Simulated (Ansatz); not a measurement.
The input, for Ansatz 0.2.0:

```yaml
crystal:
  periodic: [false, false, false]
  atoms:
    - {symbol: Al, position_ang: [0.000000, 0.005645, 0.705855]}
    - {symbol: N, position_ang: [0.000000, 0.158406, -1.196994]}
    - {symbol: H, position_ang: [0.000000, -2.352392, -2.261148]}
basis:
  gaussian: {orbitals: 6-31G}
magnetization: {spin_polarized: false, initial_magnetization: 3}
correlation: {method: ccsdtq, electrons: outside_noble_gas}
```

```sh
$ ansatz run in.yaml --threads 1 --pin off --events-out ev --progress --plain --max-ram 2393MiB
```

The program prints:

```
510 factors; integrals over basis functions are off by at most 1.0e-7 eV
mean field evaluation 1: about -8070.6734 eV, gradient 2.1e1 eV
mean field evaluation 2: about -8070.7049 eV, gradient 2.1e1 eV
mean field evaluation 4: about -8073.3416 eV, gradient 3.8e0 eV
mean field evaluation 8: about -8074.2386 eV, gradient 9.8e-1 eV
mean field evaluation 16: about -8074.2431 eV, gradient 1.9e-1 eV
mean field evaluation 32: about -8073.8815 eV, gradient 2.6e0 eV
mean field evaluation 64: about -8074.2860 eV, gradient 4.1e-1 eV
mean field evaluation 96: about -8074.2096 eV, gradient 4.6e-3 eV
mean field evaluation 128: about -8074.7566 eV, gradient 1.8e-5 eV
mean field evaluation 160: about -8074.7556 eV, gradient 1.4e-1 eV
...
cycle  46  -3.53878828 eV  change   -6.7e-6 eV  update   5.6e-6
cycle  47  -3.53879235 eV  change   -4.1e-6 eV  update   4.9e-6
cycle  48  -3.53879103 eV  change    1.3e-6 eV  update   3.2e-6
cycle  49  -3.53878991 eV  change    1.1e-6 eV  update   2.8e-6
cycle  50  -3.53878885 eV  change    1.1e-6 eV  update   2.1e-6
cycle  51  -3.53878819 eV  change    6.7e-7 eV  update   1.8e-6
cycle  52  -3.53878728 eV  change    9.0e-7 eV  update   1.4e-6
cycle  53  -3.53878729 eV  change   -4.2e-9 eV  update   8.6e-7
cycle  54  -3.53878766 eV  change   -3.7e-7 eV  update   8.4e-7
cycle  55  -3.53878749 eV  change    1.7e-7 eV  update   4.8e-7
Total energy: -8077.77925279 eV, -296.8529122245 hartree
```

For the same geometry and basis full CI lies 0.5 meV lower.

Ran on 1 thread of Arm Neoverse V2, shared host: 53 s wall, 0.26 GiB peak host memory.
